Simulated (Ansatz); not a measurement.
# C₂HFO (SMILES OC#CF): one structure at several levels

An exercise on one series of results from a longer session: the logs are not shown, and one member is left open.

The runs use Ansatz 0.2.0, Gaussian basis; single points in def2-TZVPP.

Correlated methods freeze the cores. B3LYP uses VWN-RPA correlation.

## Where the work starts

5 atoms, charge 0, spin multiplicity 1.

Atoms are counted from 1 here; the program's logs count them from 0.

Bond lengths: O1–C2 1.307 Å, O1–H5 0.912 Å, C2–C3 1.187 Å, C3–F4 1.181 Å. Angles: C2–O1–H5 111.5°, O1–C2–C3 160.7°, C2–C3–F4 158.9°.

Geometry (Å):

```xyz
5
charge 0, multiplicity 1
O     0.5296    1.3159    0.0424
C     0.0800    0.0974    0.1856
C    -0.1267   -1.0521   -0.0250
F    -0.4312   -2.1731    0.1857
H    -0.0229    1.8159   -0.4831
```

Set-up of the first run:

Contents of run/in.yaml:

```yaml
crystal:
  periodic: [false, false, false]
  atoms:
    - {symbol: O, position_ang: [0.529600, 1.315900, 0.042400]}
    - {symbol: C, position_ang: [0.080000, 0.097400, 0.185600]}
    - {symbol: C, position_ang: [-0.126700, -1.052100, -0.025000]}
    - {symbol: F, position_ang: [-0.431200, -2.173100, 0.185700]}
    - {symbol: H, position_ang: [-0.022900, 1.815900, -0.483100]}
basis:
  gaussian: {orbitals: def2-TZVPP}
correlation: {method: ccsd_t}
output: {forces: true}
```

The command line of these runs was not kept.

Among the steps run: CCSD(T)/def2-TZVPP; PBE0-D4/def2-TZVPP; wB97M-V/def2-TZVPP; r2SCAN-D4/def2-TZVPP; PBE-D4/def2-TZVPP; B3LYP-D4/def2-TZVPP; wB97X-V/def2-TZVPP.

One of the session's tables, all rows but one given; the rest of the session is left out.

| method | RMS force component (eV/Å) | angle to CCSD(T) forces (°) | dipole (D) |
| --- | --- | --- | --- |
| CCSD(T) | 2.884 | reference | 1.57 |
| PBE0-D4 | 2.750 | 6.5 | 1.58 |
| wB97M-V | ? | ? | ? |
| r2SCAN-D4 | 2.788 | 4.1 | 1.57 |
| PBE-D4 | 2.946 | 5.5 | 1.53 |
| B3LYP-D4 | 2.862 | 5.9 | 1.58 |
| wB97X-V | 2.937 | 7.5 | 1.58 |

**Question.** Estimate the row for wB97M-V.

As computed: RMS force component (eV/Å): 2.911; angle to CCSD(T) forces (°): 7.8; dipole (D): 1.57. In the column «RMS force component (eV/Å)» it lies between CCSD(T) (2.884) and wB97X-V (2.937).
